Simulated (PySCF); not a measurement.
# Two-photon absorption: `CCC(C)(F)F`, C4H8F2

Geometry:
| atom | x (Å) | y (Å) | z (Å) |
| --- | --- | --- | --- |
| C1 | -1.627 | -0.144 | 0.332 |
| C2 | -0.578 | -0.411 | -0.732 |
| C3 | 0.713 | 0.361 | -0.547 |
| C4 | 1.492 | 0.092 | 0.715 |
| F5 | 1.518 | 0.092 | -1.616 |
| F6 | 0.435 | 1.697 | -0.608 |
| H7 | -2.567 | -0.661 | 0.091 |
| H8 | -1.307 | -0.491 | 1.326 |
| H9 | -1.843 | 0.933 | 0.402 |
| H10 | -0.322 | -1.481 | -0.784 |
| H11 | -0.955 | -0.127 | -1.728 |
| H12 | 0.905 | 0.371 | 1.600 |
| H13 | 1.758 | -0.972 | 0.780 |
| H14 | 2.412 | 0.691 | 0.696 |

Level of theory: TDDFT CAM-B3LYP/def2-TZVPD excited states, vertical, gas phase in PySCF 2.14.0. Geometry: PBE0-D3(BJ)/def2-SVP.

Q: How strongly do the lowest singlets absorb one photon, and two photons of half the energy?

A: δ for parallel linear polarisation; σ at the peak of a Lorentzian of half width 0.1 eV, single beam; Ω is circular over linear.
| state | E (eV) | f | photon λ (nm) | δ (au) | σ (GM) | Ω | main |
| --- | --- | --- | --- | --- | --- | --- | --- |
| S1 | 8.73 | 0.010 | 284 | 8.45 | 0.24 | 1.32 | HOMO→LUMO 0.92 |
| S2 | 9.24 | 0.002 | 268 | 16.3 | 0.51 | 1.50 | HOMO−1→LUMO 0.84 |
| S3 | 9.48 | 0.045 | 262 | 22 | 0.72 | 0.46 | HOMO→LUMO+1 0.79 |
| S4 | 9.58 | 0.007 | 259 | 82 | 2.76 | 0.35 | HOMO→LUMO+2 0.92 |
| S5 | 9.86 | 0.012 | 251 | 22.3 | 0.80 | 1.40 | HOMO→LUMO+3 0.83 |
| S6 | 9.96 | 0.022 | 249 | 41.5 | 1.51 | 0.33 | HOMO−2→LUMO 0.71 |

Among these, the strongest one-photon state is S3, the strongest two-photon state S4, with a dipole change of 3.1 D (relaxed, norm of the difference vector).
